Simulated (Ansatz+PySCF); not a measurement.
Results of a calculation; reference values are marked as such.
## Ansatz (development build ahead of 0.2.0) run

```yaml
crystal:
  periodic: [false, false, false]
  atoms:
    - { symbol: C, position_ang: [0.0, 0.0, 0.0] }
    - { symbol: H, position_ang: [1.10407, 0.0, 0.0] }
    - { symbol: H, position_ang: [-0.55203, 0.95615, 0.0] }
    - { symbol: H, position_ang: [-0.55203, -0.95615, 0.0] }
basis:
  gaussian: { orbitals: def2-SVP }
total_charge: 1
hamiltonian:
  xc: pbe
scf:
  omitted_lower_state_checks: [stability, starts, atomic_configurations, cluster_reference, orbital_swaps, given_window_search, neighbouring_geometries, increment]
output:
  forces: true
```

The input is written out in the form of the current development build from the run's settings.

The run gave:

```yaml
Converged: yes
Total_energy: -39.37451 hartree
Spin_squared_of_the_determinant: 0.000
```

Forces (eV/Å):
| atom | Fx | Fy | Fz |
| --- | --- | --- | --- |
| C1 | 0.000 | 0.000 | 0.000 |
| H2 | 0.312 | 0.000 | 0.000 |
| H3 | -0.156 | 0.270 | 0.000 |
| H4 | -0.156 | -0.270 | 0.000 |
